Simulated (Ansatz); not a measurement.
System: hcp Os. Method: PBE in Ansatz (PAW).

Numerical settings: plane-wave cutoff 520 eV, 24×24×14 k mesh (along the axes of the cell as run), Fermi–Dirac smearing 0.05 eV, no spin polarisation, scalar-relativistic PAW data made under PBE.

Shape and atoms are relaxed at each volume.

Pressure at four volumes; x = ln(V/14.276 Å³). One pressure is withheld.

```
V (Å³/atom)        x  P (GPa)
-----------  -------  -------
13.705       -0.0408        ?
13.990       -0.0202     8.43
14.276        0.0000     0.01
14.847        0.0392   -14.15
```

Pass a parabola P(x) through the three rows shown, estimate the bulk modulus and its pressure derivative near zero pressure, and predict the withheld pressure.

Slopes between the rows: (0.01 − (8.43))/(0.0000 − (-0.0202)) = -416.83 and (-14.15 − (0.01))/(0.0392 − (0.0000)) = -361.22 GPa. Their difference over the span 0.0594 is c = 55.61/0.0594 = 936.2 GPa, so P(x) = 8.43 + (-416.83)(x − (-0.0202)) + 936.2 (x − (-0.0202))(x − (0.0000)). At the middle row B = −dP/dx = −[-416.83 + 936.2 × 0.0202] = 397.9 GPa, and B′ = dB/dP = 2c/B = 4.7. At x = -0.0408 the parabola gives 17.80 GPa; the run gives 17.88 GPa. The Birch–Murnaghan fit to the energies at all volumes has B0 = 397 GPa and B′ = 4.8.

Measured, for comparison: bulk modulus 425 GPa (zero-point energy and finite temperature contributions removed; as tabulated in doi:10.1021/acs.jctc.3c00612). Computed less measured: bulk modulus -7 %.

Spin–orbit coupling is not included.

Ansatz is a program for electronic structure.
